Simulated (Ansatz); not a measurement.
Working through an active-space calculation of NP

Computed with Ansatz 0.2.0, Python API.

At the Python prompt:
```pycon
>>> import ansatz as az
>>> SETTINGS = {
...     "basis": "cc-pVDZ",
... }
>>> GEOMETRY = """
... P     0.00000    0.00000    0.00000
... N     0.00000    0.00000    1.72000
... """
>>> mol = az.Crystal.molecule()
>>> for line in GEOMETRY.strip().splitlines():
...     symbol, *xyz = line.split()
...     mol = mol.atom(symbol, [float(v) for v in xyz])
...
>>> job = (
...     mol.calculation()
...     .basis(gaussian=SETTINGS["basis"])
...     .correlation(active_electrons=6, active_orbitals=6)
... )
>>> for method in [None, "sc_nevpt2"]:
...     rep = (job if method is None else job.correlation(method)).run(threads=1).report
...     space = rep["configurations"]
...     state = space["states"][0]
...     print(method or "casscf", f"total {rep['free_energy_ev'] / 27.211386246:.6f} Ha, active-space state {state['energy']['hartree']:.6f} Ha, mean field {rep['reference_energy_ev'] / 27.211386246:.6f} Ha")
...     print("  determinants", state["n_determinants"], " natural occupations", [round(n, 3) for n in space["natural_occupations"]])
...
casscf total -395.243235 Ha, active-space state -395.243235 Ha, mean field -395.074636 Ha
  determinants 400  natural occupations [1.952, 1.852, 1.852, 0.148, 0.148, 0.049]
sc_nevpt2 total -395.393528 Ha, active-space state -395.243220 Ha, mean field -395.074636 Ha
  determinants 112  natural occupations [1.952, 1.852, 1.852, 0.148, 0.148, 0.049]
```

What to keep in mind:
- Total energies depend on the basis set; only differences at equal settings carry meaning.
- The geometry is a force-field or estimated start, not a minimum of this method, and the basis set is short of its limit. The active space starts as a window about the frontier orbitals and is then optimised, not chosen by chemistry.
- The spin state was assumed, and another may lie lower.
- Run time: 1.3 s on 1 thread of Arm Neoverse V2 (shared host), peak memory 0.14 GiB.
